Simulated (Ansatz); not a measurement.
# LiC− (triplet): r2SCAN, PBE0 over a scan of the distance C1–Li2, 6-31++G**

How well do these functionals follow the top wave-function level for LiC− (triplet) over a scan of the distance C1–Li2?

The runs use Ansatz 0.2.0, Gaussian basis; 6-31++G**, all electrons in the functionals.

To be run: r2SCAN, PBE0, at 1.648 Å; 1.817 Å; 2.011 Å; 2.177 Å; 2.407 Å; 2.774 Å; 3.153 Å; 3.652 Å; 4.437 Å; 5.439 Å; 6.944 Å.

48 further runs of the same task are left out: 34 for a known fault of the program, 12 that didn't finish, 2 set aside as unsound or not needed.

## 1. The system

The geometry derives from a PBE0/def2-TZVPD stationary point (not a proven minimum). One bond is set to the value named and the two fragments are kept rigid.

2 atoms, charge -1, spin multiplicity 3.

Atoms are counted from 1 here; the program's logs count them from 0.

Bond lengths: C1–Li2 2.011 Å.

As a file:

```xyz
2
CLi
C     0.0000    0.0000    0.0000
Li    0.0000    0.0000    2.0112
```

No dispersion term is added.

The geometry shown and the zero of energy belong to the point 2.011 Å. The yardstick, FCI, and other wave-function levels (R restricted, U unrestricted, valence and pair active spaces) come from earlier runs.

## 2. r2SCAN, 1.648 Å

The input, in.yaml:

```yaml
crystal:
  periodic: [false, false, false]
  atoms:
    - {symbol: C, position_ang: [0.000000, 0.000000, 0.000000]}
    - {symbol: Li, position_ang: [0.000000, 0.000000, 1.648000]}
basis:
  gaussian: {orbitals: "6-31++G**"}
total_charge: -1
magnetization: {spin_polarized: true, initial_magnetization: 2}
hamiltonian: {xc: {name: r2SCAN}}
```

Started as:

```console
> ansatz run in.yaml --threads 1 --pin off --events-out ev --progress --plain --max-ram 2393MiB
```

Further steps of the session: r2SCAN, 1.817 Å; r2SCAN, 2.011 Å; r2SCAN, 2.177 Å; r2SCAN, 2.407 Å; r2SCAN, 2.774 Å; r2SCAN, 3.153 Å; r2SCAN, 3.652 Å; r2SCAN, 4.437 Å; r2SCAN, 5.439 Å; r2SCAN, 6.944 Å; PBE0, 1.648 Å; PBE0, 1.817 Å; PBE0, 2.011 Å; PBE0, 2.177 Å; PBE0, 2.407 Å; PBE0, 2.774 Å; PBE0, 3.153 Å; PBE0, 3.652 Å; PBE0, 4.437 Å; PBE0, 5.439 Å; PBE0, 6.944 Å.

**Question.** What will the summary of the whole plan be? Wanted: span of the FCI curve; largest miss, r2SCAN; largest miss, PBE0.

As calculated:

```
             quantity                    value
span of the FCI curve            41.3 kcal/mol
 largest miss, r2SCAN  -6.9 kcal/mol (6.944 Å)
   largest miss, PBE0  -4.5 kcal/mol (6.944 Å)
```

Of the functionals, PBE0 keep the smallest largest miss at the points compared (at most 4.5 kcal/mol) and r2SCAN strays most (6.9 kcal/mol, at 6.944 Å). r2SCAN, PBE0 clearly break the spin symmetry at some points (⟨S²⟩ up to 0.98 above the pure value), so energy there is bought with a mixed spin. Functionals and the yardstick converge differently with the basis, so part of each miss in 6-31++G** is the basis.
